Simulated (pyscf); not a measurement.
H₃Si–NH–Si(Cl)(Cl)–Cl (SMILES [SiH3]N[Si](Cl)(Cl)Cl) + H₂ (SMILES [H][H]) → H₂N–Si(Cl)(Cl)–Cl (SMILES N[Si](Cl)(Cl)Cl) + SiH₄ (SMILES [SiH4]), a four-centre exchange (singlet surface; N–Si, H–H broken, H–N, H–Si formed). Structures and frequencies: ωB97X-D3(BJ)/def2-SVP in PySCF. Energies in kJ/mol from the separated reactants.

Small-basis levels: PySCF, no dispersion term, spherical d functions. 

Task: In single points B3LYP/6-31G* puts the saddle at 247.7 kJ/mol and the reaction energy at +14.7 kJ/mol. Should these be trusted to within a few kcal/mol? Compare with ωB97M-D3(BJ)/def2-TZVP.

Result: ωB97M-D3(BJ)/def2-TZVP gives ΔE‡ = 230.9 kJ/mol and ΔE = +30.4 kJ/mol. B3LYP/6-31G* lies 16.8 kJ/mol over it in the barrier and 15.7 kJ/mol under it in the reaction energy, so on this step it does not hold to within 12.6 kJ/mol. ωB97M-D3(BJ)/def2-TZVP has limits of its own. This is the saddle that the search found; another between the same sides may lie lower.
